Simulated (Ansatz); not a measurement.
The input, for Ansatz 0.2.0:

```yaml
crystal:
  periodic: [false, false, false]
  atoms:
    - {symbol: C, position_ang: [0.000000, -0.601241, 0.000000]}
    - {symbol: F, position_ang: [0.000000, 0.190051, -1.026410]}
    - {symbol: F, position_ang: [0.000000, 0.190051, 1.026410]}
basis:
  gaussian: {orbitals: def2-TZVPP}
magnetization: {spin_polarized: false}
correlation: {method: ccsdtq, electrons: all}
scf: {lower_state_search: off}
```

```sh
$ ansatz run in.yaml --threads 1 --pin off --events-out ev --progress --plain --max-ram 2393MiB
```

(1) What does the program do with this input?

Results:

(1) Out of memory. The input was made wrong on purpose (too large for memory), so the run isn't a sound calculation of what was asked.
```
these checks for a lower state are left out or cut short: stability, starts, cluster_reference, orbital_swaps, neighbouring_geometries, increment
1195 factors; integrals over basis functions are off by at most 1.4e-7 eV
mean field evaluation 1: about -6441.2062 eV, gradient 3.0e1 eV
mean field evaluation 2: about -6441.2116 eV, gradient 3.0e1 eV
mean field evaluation 4: about -6442.7630 eV, gradient 2.8e0 eV
mean field evaluation 8: about -6442.7982 eV, gradient 3.1e-4 eV
mean field -6442.79818134 eV, -236.7684660789 hartree, gradient 2.0e-6 eV, S^2 0.000000; 0 other end points of the search recorded, 0 dependent functions left out
reference -6442.79818134 eV, -236.7684660789 hartree; 12, 12 occupied and 81, 81 virtual orbitals, 1195 factors
Error: with its amplitudes the run needs 541.98 GiB of memory by its plan, which may be too low or too high, and 2.33 GiB are given
refused for memory
```
